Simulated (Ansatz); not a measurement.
# AlH₂F (quintet): the correlation ladder, def2-TZVPP

The task here is to estimate one member of a computed series from the others.

Computed with Ansatz 0.2.0, Gaussian basis. Level: def2-TZVPP, core rule «outside noble gas», up to 6 orbitals frozen.

The runs, in order: UHF; ROHF; CCSD(T) on UHF.

2 further runs of the same task are left out: 2 set aside as unsound or not needed.

## What is computed

The geometry is a PBE0/def2-TZVP stationary point (not a proven minimum) of the parent state, kept for this charge and spin.

4 atoms, charge 0, spin multiplicity 5.

Atoms are counted from 1 here; the program's logs count them from 0.

Bond lengths: Al1–F2 1.669 Å, Al1–H3 1.928 Å, Al1–H4 1.928 Å. Angles: F2–Al1–H3 80.3°, F2–Al1–H4 80.3°, H3–Al1–H4 160.7°.

Set-up of the first run:

File in.yaml:

```yaml
crystal:
  periodic: [false, false, false]
  atoms:
    - {symbol: Al, position_ang: [0.000000, 0.000000, 0.674065]}
    - {symbol: F, position_ang: [0.000000, 0.000000, -0.994493]}
    - {symbol: H, position_ang: [0.000000, -1.900804, 0.350451]}
    - {symbol: H, position_ang: [0.000000, 1.900804, 0.350450]}
basis:
  gaussian: {orbitals: def2-TZVPP}
magnetization: {spin_polarized: true, initial_magnetization: 4}
hamiltonian: {xc: hf}
output: {orbitals: {seedname: orbitals}}
```

Launch:

```bash
> ansatz run in.yaml --threads 1 --pin off --events-out ev --progress --plain --max-ram 2816MiB --backend cpu
```

Among the steps run: UHF; ROHF; CCSD(T) on UHF.

One of the session's tables, all rows but one given; the rest of the session is left out.

| method | from UCCSD(T) (meV) |
| --- | --- |
| ROHF | +8297.5 |
| UHF | +8275.2 |
| UMP2 | ? |
| UCCSD | +246.1 |
| UCCSD(T) | 0 |

Q: Estimate the row for UMP2 from the others.

As computed: from UCCSD(T) (meV): +392.7. In the column «from UCCSD(T) (meV)» it lies between UCCSD (+246.1) and UHF (+8275.2).
